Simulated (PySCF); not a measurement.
Gas-phase reaction: 2 HPO3 + 5 P → PH2 + 6 PO

Computed with PySCF (xtb for GFN2) and rigid-rotor harmonic-oscillator thermochemistry at 1 bar. † marks an energy on the PBE0/def2-TZVP geometry and frequencies; other levels use their own. MP2 and CCSD(T) freeze the core. Open shells (unrestricted): P (multiplicity 4), PH2 (multiplicity 2), PO (multiplicity 2, electronic degeneracy 4); the rest are closed-shell singlets. GFN2 has no spin-polarisation term. Spin-orbit splitting is ignored; it lowers the true energy and changes the entropy of PO. HPO3, PH2: computed as isolated molecules; such fragments, hydroxides, amides, oligomers or adducts are transient or little studied in the gas. MP2 isn't extrapolated to the basis-set limit; its ΔH°(298 K) is -35.5 kJ in def2-SVP and -81.8 kJ in def2-TZVPP. CCSD(T) isn't extrapolated to the basis-set limit; its ΔH°(298 K) is -77.3 kJ in def2-SVP and -131.8 kJ in def2-TZVPP. The harmonic model lacks anharmonicity and excited electronic states, which grow with temperature; levels with a mode under 35 cm⁻¹ are left out. Internal rotation in HPO3 is treated as a harmonic vibration of one conformer, which makes the entropy rough.

```json
[
 {"level": "CCSD(T)/def2-TZVPP†", "ΔE electronic, kJ": "-95", "ΔH°(298 K), kJ": "-132", "ΔS°(298 K), J/K": "181", "ΔG°(2000 K), kJ": "-439"},
 {"level": "GFN2-xTB", "ΔE electronic, kJ": "-935", "ΔH°(298 K), kJ": "-962", "ΔS°(298 K), J/K": "172", "ΔG°(2000 K), kJ": "-1240"},
 {"level": "M06-2X/def2-TZVP†", "ΔE electronic, kJ": "-196", "ΔH°(298 K), kJ": "-233", "ΔS°(298 K), J/K": "181", "ΔG°(2000 K), kJ": "-540"},
 {"level": "MP2/def2-SVP†", "ΔE electronic, kJ": "1", "ΔH°(298 K), kJ": "-36", "ΔS°(298 K), J/K": "181", "ΔG°(2000 K), kJ": "-342"},
 {"level": "MP2/def2-TZVPP†", "ΔE electronic, kJ": "-45", "ΔH°(298 K), kJ": "-82", "ΔS°(298 K), J/K": "181", "ΔG°(2000 K), kJ": "-389"},
 {"level": "PBE/def2-SVP", "ΔE electronic, kJ": "-270", "ΔH°(298 K), kJ": "-304", "ΔS°(298 K), J/K": "178", "ΔG°(2000 K), kJ": "-603"},
 {"level": "PBE/def2-TZVP†", "ΔE electronic, kJ": "-283", "ΔH°(298 K), kJ": "-320", "ΔS°(298 K), J/K": "181", "ΔG°(2000 K), kJ": "-627"},
 {"level": "PBE0/def2-QZVP†", "ΔE electronic, kJ": "-162", "ΔH°(298 K), kJ": "-198", "ΔS°(298 K), J/K": "181", "ΔG°(2000 K), kJ": "-505"},
 {"level": "PBE0/def2-TZVP", "ΔE electronic, kJ": "-153", "ΔH°(298 K), kJ": "-190", "ΔS°(298 K), J/K": "181", "ΔG°(2000 K), kJ": "-497"},
 {"level": "r2SCAN/def2-TZVP†", "ΔE electronic, kJ": "-155", "ΔH°(298 K), kJ": "-192", "ΔS°(298 K), J/K": "181", "ΔG°(2000 K), kJ": "-499"},
 {"level": "LDA/def2-TZVP†", "ΔE electronic, kJ": "-305", "ΔH°(298 K), kJ": "-342", "ΔS°(298 K), J/K": "181", "ΔG°(2000 K), kJ": "-649"}
]
```
ΔH° is lowest at GFN2-xTB and highest at MP2/def2-SVP†. No reference value is set beside these.
